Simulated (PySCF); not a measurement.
C4H4O2.
Z-matrix (Å and degrees, PBE0-D3(BJ)/def2-SVP geometry), rows numbered from 1:
```
O 
C   1  1.2046
O   2  1.3403  1  122.85
C   2  1.4944  1  125.21  3  -179.97
C   4  1.5034  2  118.07  1    29.16
C   5  1.2900  4   64.59  2  -104.68
H   3  0.9695  2  106.23  1    -0.03
H   4  1.0991  2  114.01  1  -179.93
H   5  1.0857  4  143.27  6   178.26
H   6  1.0857  4  143.42  5  -178.55
```

NICS = −σ at a ghost point: NICS(0) at the centroid of the ring atoms, NICS(1) 1 Å to either side along the normal of their mean plane, zz for the tensor component along that normal. Level: GIAO PBE0/pcSseg-1 (PySCF, non-relativistic, gas phase) on the PBE0-D3(BJ)/def2-SVP geometry, one conformer.

Ring bond lengths (Å), with Mayer bond orders in brackets: C4–C5 1.503 (0.92), C5–C6 1.290 (1.73), C6–C4 1.503 (0.92).

**Question.** Give the NICS values of each ring in ppm.

**Answer.** 
```
    ring                                                    type  NICS(0)  NICS(1), two faces  NICS(1)zz, two faces  rms pucker (Å)  centre to ring atoms, mean (Å)
C4–C5–C6  3-membered carbocycle; formal bonds 1 double, 2 single    -33.0         -8.6 / -7.2         -19.4 / -17.6            0.00                            0.83
```

**Question.** What can be read from them?

**Answer.** 
- C4–C5–C6: mean NICS(1)zz -18.5 ppm, shielded. C4 has four or more neighbours; no verdict on aromaticity is drawn. NICS(0) lies 25 ppm below the mean NICS(1).

**Question.** What are the shieldings of the ring atoms and their hydrogens in the same run (means over atoms taken as equivalent)?

**Answer.** 
| atoms | environment | σ isotropic (ppm) | principal values of the symmetric part, first atom (ppm) |
| --- | --- | --- | --- |
| C4 | sp3 carbon next to a carbonyl | 167.1 | 122.1, 129.1, 250.1 |
| C5 (×2) | alkene CH carbon | 72.8 | -68.1, 111.1, 175.4 |
| H8 | methine hydrogen | 29.01 | 22.5, 28.0, 36.5 |
| H9 (×2) | vinylic hydrogen | 24.38 | 21.6, 24.3, 27.2 |

**Question.** How do the values depend on the level or the medium?

**Answer.** 
```tsv
level	NICS(0), C4–C5–C6	mean NICS(1)zz, C4–C5–C6
PBE0/pcSseg-1, gas	-33.0	-18.5
wB97X-D/pcSseg-2, gas	-33.3	-19.0
```

The geometry is the same throughout.
